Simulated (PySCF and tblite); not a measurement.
The numbers below are computed, except where a source is named.
System: C₃H₃ClO₂, numbered as in [O:1]=[CH:2]/[C:3]([Cl:4])=[CH:5]/[OH:6].

Motion: rotation about the C5–O6 bond (torsion C3–C5–O6–H from 0° to 180°, rising). GFN2-xTB gives an electronic barrier of 11.9 kcal/mol and a reaction energy of 5.2 kcal/mol.

Question: What does B3LYP/pcSseg-1 + D3(BJ) give on B3LYP-D3(BJ)/def2-SVP geometries?

Answer: A barrier of 10.4 kcal/mol, 1.6 below the tight-binding barrier (from unrounded values), a reaction energy of 3.7 kcal/mol and, with GFN2-xTB thermal terms, ΔG‡(298 K) = 9.2 kcal/mol and k = 2.2×10⁶ s⁻¹ (2 equivalent paths).

Question: And the level of the geometries itself, B3LYP-D3(BJ)/def2-SVP?

Answer: 11.4 kcal/mol.

Programs: tblite and PySCF.
